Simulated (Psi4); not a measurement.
# CH2BN− (SMILES [BH2-]C#N): UMP2/jun-cc-pVTZ (density fitting for correlation)

What is the energy change on altering one bond length of CH2BN− at UMP2/jun-cc-pVTZ (density fitting for correlation)? 

The calculation is run with Psi4 1.11.

## (1) The molecule

CH2BN− has 5 atoms, charge -1, and is taken as a doublet. As SMILES, `[BH2-]C#N`. The shape is that of a GFN2-xTB optimisation.

Bond lengths: B1–C2 1.464 Å, C2–N3 1.188 Å, B1–H4 1.209 Å, B1–H5 1.209 Å. Angles: B1–C2–N3 179.9°, C2–B1–H4 120.8°, C2–B1–H5 120.8°, H4–B1–H5 118.3°.

## (2) The energy at UMP2/jun-cc-pVTZ (density fitting for correlation)

The input, job.json:

```json
{
 "schema_name": "qcschema_input",
 "schema_version": 1,
 "molecule": {
  "schema_name": "qcschema_molecule",
  "schema_version": 2,
  "symbols": ["B", "C", "N", "H", "H"],
  "geometry": [-0.90567014, 0.38042077, -0.46570411, 1.3986052, -0.58751585, 0.72028801, 3.26805457, -1.37485134, 1.68187515, -1.68068462, -0.51349528, -2.42064468, -2.08028611, 2.09544171, 0.48418563],
  "molecular_charge": -1,
  "molecular_multiplicity": 2,
  "fix_symmetry": "c1"
 },
 "driver": "energy",
 "model": {
  "method": "mp2",
  "basis": "jun-cc-pVTZ"
 },
 "keywords": {
  "reference": "uhf",
  "scf_type": "pk",
  "freeze_core": true,
  "mp2_type": "df"
 }
}
```

On the command line:

```sh
$ psi4 --qcschema job.json -n 1 --memory 1600MB
```

stdout, cut to the lines that bear on the results:

```text
[...]
  Running in c1 symmetry.
[...]
  Nuclear repulsion =   46.054610831281465
[...]
  Multiplicity = 2
[...]
  Nalpha       = 11
  Nbeta        = 10
[...]
    Number of basis functions: 145
[...]
   @UHF iter   1:  -118.07965692271102   -1.22620e+00   2.83390e-03 ADIIS/DIIS
[...]
   @UHF iter  18:  -118.19826343389651   -1.64988e-11   7.91762e-09 DIIS
[...]
   @S^2 Observed:                8.579564104E-01
[...]
    Orbital Energies [Eh]
    ---------------------
    Alpha Occupied:
       1A    -15.361805     2A    -11.035196     3A     -7.360589
       4A     -1.001454     5A     -0.598917     6A     -0.393091
       7A     -0.329106     8A     -0.309917     9A     -0.307373
      10A     -0.234293    11A     -0.058393
    Alpha Virtual:
      12A      0.147662    13A      0.149012    14A      0.152276
      15A      0.166285    16A      0.222523    17A      0.245779
      18A      0.249139    19A      0.301538    20A      0.305652
      21A      0.309074    22A      0.320654    23A      0.322375
      24A      0.334884    25A      0.343456    26A      0.356704
[...]
  @UHF Final Energy:  -118.19826343389651
   => Energetics <=
    Nuclear Repulsion Energy =             46.0546108312814653
    One-Electron Energy =                -254.8063145081702601
    Two-Electron Energy =                  90.5534402429922665
    Total Energy =                       -118.1982634338965141
  UHF NO Occupations:
  HONO-2 :    9  A 1.9848929
  HONO-1 :   10  A 1.9657982
[...]
 Multipole Moments:
 ------------------------------------------------------------------------------------
     Multipole            Electronic (a.u.)      Nuclear  (a.u.)        Total (a.u.)
 ------------------------------------------------------------------------------------
 L = 1.  Multiply by 2.5417464519 to convert [e a0] to [Debye]
 Dipole X            :          2.3367544           -2.0212242            0.3155302
 Dipole Y            :         -0.9826948            0.8504340           -0.1322607
 Dipole Z            :          1.2031172           -1.0409714            0.1621458
 Magnitude           :                                                    0.3786073
[...]
```

The result, in JSON:

```text
{
 "driver": "energy",
 "model": {
  "method": "mp2",
  "basis": "jun-cc-pVTZ"
 },
 "success": true,
 "return_result": -118.64620430017374,
 "properties": {
  "calcinfo_nbasis": 145,
  "calcinfo_nmo": 145,
  "calcinfo_nalpha": 11,
  "calcinfo_nbeta": 10,
  "calcinfo_natom": 5,
  "nuclear_repulsion_energy": 46.054610831281465,
  "return_energy": -118.64620430017374,
  "scf_one_electron_energy": -254.80631450817026,
  "scf_two_electron_energy": 90.55344024299227,
  "scf_dipole_moment": [0.31553016284144375, -0.13226074836193868, 0.1621458175745909],
  "scf_total_energy": -118.19826343389651,
  "scf_iterations": 18,
  "mp2_same_spin_correlation_energy": -0.1101047050814549,
  "mp2_opposite_spin_correlation_energy": -0.33783616119576926,
  "mp2_singles_energy": -4.954962755028518e-25,
  "mp2_doubles_energy": -0.4479408662772242,
  "mp2_correlation_energy": -0.4479408662772242,
  "mp2_total_energy": -118.64620430017374
 }
}
```

Wall time 11 s (1 thread of Intel Xeon 6975P-C (Granite Rapids), shared host); peak memory 1 GiB.

## (3) The distorted shape

The input, run.py:

```python
import psi4

psi4.set_memory('1600 MB')
psi4.set_num_threads(1)
psi4.core.set_output_file('ch2bn.out', False)

m = psi4.geometry("""
-1 2
B      0.453095    -1.159994    -1.000418
C      1.672465    -1.672204    -0.372818
N      2.661735    -2.088844     0.136032
H      0.042975    -1.633034    -2.034928
H     -1.100840     1.108860     0.256220
units angstrom
symmetry c1
""")

psi4.set_options({
    'basis': 'jun-cc-pVTZ',
    'reference': 'uhf',
    'scf_type': 'pk',
    'freeze_core': True,
    'mp2_type': 'df',
})

e = psi4.energy('mp2', molecule=m)
print(f'mp2 energy: {e:.10f} Eh')
for k, v in sorted(psi4.core.scalar_variables().items()):
    print(f'{k:45s} {v:18.10f}')
```

On the command line:

```sh
$ python run.py
```

ch2bn.out, cut to the lines that bear on the results:

```text
[...]
  Running in c1 symmetry.
[...]
  Nuclear repulsion =   43.733598598195371
[...]
  Multiplicity = 2
[...]
  Nalpha       = 11
  Nbeta        = 10
[...]
    Number of basis functions: 145
[...]
   @UHF iter   1:  -117.63064650118557   -1.02699e+00   4.13706e-03 ADIIS/DIIS
[...]
   @UHF iter  35:  -118.03264690824375    3.53850e-12   6.49689e-09 DIIS
[...]
   @S^2 Observed:                9.334454769E-01
[...]
    Orbital Energies [Eh]
    ---------------------
    Alpha Occupied:
       1A    -15.440157     2A    -11.101412     3A     -7.518256
       4A     -1.074539     5A     -0.664447     6A     -0.454252
       7A     -0.403738     8A     -0.383271     9A     -0.335768
      10A     -0.157921    11A     -0.125890
    Alpha Virtual:
      12A      0.142488    13A      0.148787    14A      0.149633
      15A      0.160327    16A      0.185999    17A      0.214173
      18A      0.228933    19A      0.231860    20A      0.281655
      21A      0.293425    22A      0.296808    23A      0.299644
      24A      0.313319    25A      0.317042    26A      0.339262
[...]
  @UHF Final Energy:  -118.03264690824375
   => Energetics <=
    Nuclear Repulsion Energy =             43.7335985981953712
    One-Electron Energy =                -248.6360272532216698
    Two-Electron Energy =                  86.8697817467825644
    Total Energy =                       -118.0326469082437484
  UHF NO Occupations:
  HONO-2 :    9  A 1.9662033
  HONO-1 :   10  A 1.9549567
[...]
 Multipole Moments:
 ------------------------------------------------------------------------------------
     Multipole            Electronic (a.u.)      Nuclear  (a.u.)        Total (a.u.)
 ------------------------------------------------------------------------------------
 L = 1.  Multiply by 2.5417464519 to convert [e a0] to [Debye]
 Dipole X            :          5.2055305           -2.8731674            2.3323631
 Dipole Y            :         -4.7559102            2.0943311           -2.6615791
 Dipole Z            :         -0.5852156           -0.3520209           -0.9372366
 Magnitude           :                                                    3.6609198
[...]
```

On the terminal:

```text
mp2 energy: -118.4683639348 Eh
CURRENT CORRELATION ENERGY                         -0.4357170265
CURRENT ENERGY                                   -118.4683639348
CURRENT REFERENCE ENERGY                         -118.0326469082
CUSTOM SCS-MP2 CORRELATION ENERGY                  -0.4336358903
CUSTOM SCS-MP2 TOTAL ENERGY                      -118.4662827986
DD SOLVATION ENERGY                                 0.0000000000
HF KINETIC ENERGY                                 117.7000062792
HF POTENTIAL ENERGY                              -235.7326531874
HF TOTAL ENERGY                                  -118.0326469082
HF VIRIAL RATIO                                     2.0028261734
MP2 CORRELATION ENERGY                             -0.4357170265
MP2 DOUBLES ENERGY                                 -0.4357170265
MP2 OPPOSITE-SPIN CORRELATION ENERGY               -0.3327656325
MP2 SAME-SPIN CORRELATION ENERGY                   -0.1029513940
MP2 SINGLES ENERGY                                 -0.0000000000
MP2 TOTAL ENERGY                                 -118.4683639348
NUCLEAR REPULSION ENERGY                           43.7335985982
ONE-ELECTRON ENERGY                              -248.6360272532
PCM POLARIZATION ENERGY                             0.0000000000
PE ENERGY                                           0.0000000000
SCF ITERATION ENERGY                             -118.0326469082
SCF ITERATIONS                                     35.0000000000
SCF TOTAL ENERGY                                 -118.0326469082
SCS-MP2 CORRELATION ENERGY                         -0.4336358903
SCS-MP2 TOTAL ENERGY                             -118.4662827986
TWO-ELECTRON ENERGY                                86.8697817468
```

Run time: 17 s. Hardware: 1 thread of Intel Xeon 6975P-C (Granite Rapids), shared host; peak memory 1 GiB.

## (4) Summary of results

Level: UMP2/jun-cc-pVTZ (density fitting for correlation), 3 core orbitals frozen.

```
                                                                   quantity          value
                                                  first shape: total energy  -118.64620 Eh
    first shape: HOMO energy (Hartree–Fock orbitals) (highest over α and β)       -1.59 eV
     first shape: LUMO energy (Hartree–Fock orbitals) (lowest over α and β)        4.02 eV
                   first shape: correlation energy (3 core orbitals frozen)     -447.9 mEh
                             first shape: ⟨S²⟩ of the reference determinant          0.858
                                              distorted shape: total energy  -118.46836 Eh
distorted shape: HOMO energy (Hartree–Fock orbitals) (highest over α and β)       -2.60 eV
 distorted shape: LUMO energy (Hartree–Fock orbitals) (lowest over α and β)        3.88 eV
               distorted shape: correlation energy (3 core orbitals frozen)     -435.7 mEh
                         distorted shape: ⟨S²⟩ of the reference determinant          0.933
          energy change with the B1–H5 bond stretched from 1.209 to 3.023 Å       4.839 eV
```

What this shows: With the B1–H5 bond stretched from 1.209 to 3.023 Å the energy rises by 4.84 eV (112 kcal/mol). The first shape isn't relaxed at this level, so the change isn't measured from a minimum. ⟨S²⟩ (first shape) is 0.86 where a pure doublet has 0.75: the reference is spin-contaminated. ⟨S²⟩ (distorted shape) is 0.93 where a pure doublet has 0.75: the reference is spin-contaminated.
